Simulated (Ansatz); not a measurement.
Born–Oppenheimer molecular dynamics of H4Si + H6Si2 (13 atoms, charge 0, multiplicity 1). It starts from a relaxed structure.

All numbers below come from RHF/cc-pVDZ (Ansatz).

- ensemble: NVE (velocity Verlet)
- time step: 0.25 fs
- steps asked: 600
- starting velocities drawn for: 500 K
- seed: 481833

First frame:

```xyz
13
Properties=species:S:1:pos:R:3
Si -0.040 0.200 -3.734
H 1.154 -0.619 -3.399
H -0.588 0.807 -2.493
H -1.074 -0.664 -4.360
H 0.347 1.276 -4.682
Si -0.368 0.899 2.789
Si 0.418 -1.148 1.878
H 0.585 1.402 3.816
H -0.501 1.922 1.716
H -1.699 0.701 3.429
H 0.628 -2.146 2.963
H 1.710 -0.935 1.168
H -0.574 -1.695 0.911
```

Task: How far do the bonds stretch over the last three quarters of this one trajectory? (Pairs bonded in most of those frames.)

Result: 
| bond | mean (Å) | spread (Å) | shortest | longest |
| --- | --- | --- | --- | --- |
| Si1–H2 | 1.496 | 0.061 | 1.40 | 1.59 |
| Si1–H3 | 1.489 | 0.014 | 1.46 | 1.51 |
| Si1–H4 | 1.490 | 0.018 | 1.46 | 1.53 |
| Si1–H5 | 1.490 | 0.027 | 1.45 | 1.53 |
| Si6–Si7 | 2.377 | 0.013 | 2.35 | 2.40 |
| Si6–H8 | 1.490 | 0.017 | 1.46 | 1.52 |
| Si6–H9 | 1.491 | 0.010 | 1.47 | 1.51 |
| Si6–H10 | 1.492 | 0.010 | 1.48 | 1.51 |
| Si7–H11 | 1.491 | 0.007 | 1.48 | 1.51 |
| Si7–H12 | 1.498 | 0.058 | 1.41 | 1.58 |
| Si7–H13 | 1.490 | 0.005 | 1.48 | 1.50 |

Mean temperature of the second half: 290 K. The conserved energy stayed within 0.049 meV per atom of its start (net change 0.03 meV per atom), so the integration is sound. A run of 0.15 ps of so small a system gives no equilibrium averages.

Time of the run: 21 min on 2 threads of Arm Neoverse N1, with other jobs on the host, peak memory 0.21 GiB.
